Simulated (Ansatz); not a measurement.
# SiF− (triplet): wave-function methods side by side, aug-cc-pVDZ

Aim: climb from Hartree-Fock through coupled cluster and multireference methods for SiF− (triplet) at one geometry and basis, and see what each rung misses.

The runs use Ansatz 0.2.0, Gaussian basis; aug-cc-pVDZ, core rule «outside noble gas», up to 6 orbitals frozen.

To be run: UHF; CCSD(T) on ROHF; CCSD(T) on UHF; BCCD(T) on ROHF; CISD as a restricted active space (open shells left free, so some higher excitations enter); CCSDT(Q) on ROHF; CCSDT(Q) on UHF; CASSCF and MRCISD+Q, 12 electrons in 8 orbitals; CASSCF and NEVPT2, 12 electrons in 8 orbitals.

13 further runs of the same task are left out: 5 for a known fault of the program, 2 that didn't finish, 6 set aside as unsound or not needed. Runs told in other sessions of the task aren't counted.

### 1 The system

The geometry is a PBE0/def2-TZVPD stationary point (not a proven minimum) of the parent state, kept for this charge and spin.

2 atoms, charge -1, spin multiplicity 3.

Atoms are counted from 1 here; the program's logs count them from 0.

Bond lengths: Si1–F2 1.692 Å.

### 2 UHF

Input file in.yaml:

```yaml
crystal:
  periodic: [false, false, false]
  atoms:
    - {symbol: Si, position_ang: [0.000000, 0.000000, 0.000000]}
    - {symbol: F, position_ang: [0.000000, 0.000000, 1.691600]}
basis:
  gaussian: {orbitals: aug-cc-pVDZ}
total_charge: -1
magnetization: {spin_polarized: true, initial_magnetization: 2}
hamiltonian: {xc: hf}
output: {orbitals: {seedname: orbitals}}
```

Launch:

```
$ ansatz run in.yaml --threads 1 --pin off --events-out ev --progress --plain --max-ram 2393MiB
```

Further steps of the session: CCSD(T) on ROHF; CCSD(T) on UHF; BCCD(T) on ROHF; CISD as a restricted active space (open shells left free, so some higher excitations enter); CCSDT(Q) on ROHF; CCSDT(Q) on UHF; CASSCF and MRCISD+Q, 12 electrons in 8 orbitals; CASSCF and NEVPT2, 12 electrons in 8 orbitals.

**Question.** What will the summary of the whole plan be? Wanted: UCCSDT(Q) from the RHF energy; RMP2 from UCCSDT(Q); UMP2 from UCCSDT(Q); RCCSD from UCCSDT(Q); RCCSD(T) from UCCSDT(Q); UCCSD(T) from UCCSDT(Q); RCCSDT(Q) from UCCSDT(Q); NEVPT2 valence from UCCSDT(Q); MRCISD+Q valence from UCCSDT(Q).

**Answer**, as computed:

| quantity | value |
| --- | --- |
| UCCSDT(Q) from the ROHF energy | -8.4365 eV |
| RMP2 from UCCSDT(Q) | +63.8 kJ/mol |
| UMP2 from UCCSDT(Q) | +66.8 kJ/mol |
| RCCSD from UCCSDT(Q) | +25.5 kJ/mol |
| RCCSD(T) from UCCSDT(Q) | +3.6 kJ/mol |
| UCCSD(T) from UCCSDT(Q) | +3.6 kJ/mol |
| RCCSDT(Q) from UCCSDT(Q) | +0.3 kJ/mol |
| NEVPT2 valence from UCCSDT(Q) | +140.9 kJ/mol |
| MRCISD+Q valence from UCCSDT(Q) | +15.1 kJ/mol |
| levels within 1 kcal/mol (43 meV) | RCCSD(T), UCCSD(T), BCCD(T), RCCSDT, UCCSDT, RCCSDT(Q) |
| T1 diagnostic | 0.021 |
| effectively unpaired electrons | 2.00 |

**Reading.** RCCSD(T) lands +3.6 kJ/mol from the yardstick (0.4 % of the correlation energy). One determinant dominates. Of the multireference levels listed MRCISD+Q valence comes nearest in total energy (+15.1 kJ/mol), which doesn't show that its space is the better one. These misses are within one basis, not against nature; the frozen cores of restricted and unrestricted runs differ, which can shift their rows.

With open shells the CI space here admits some higher excitations, so it is larger than plain CISD.
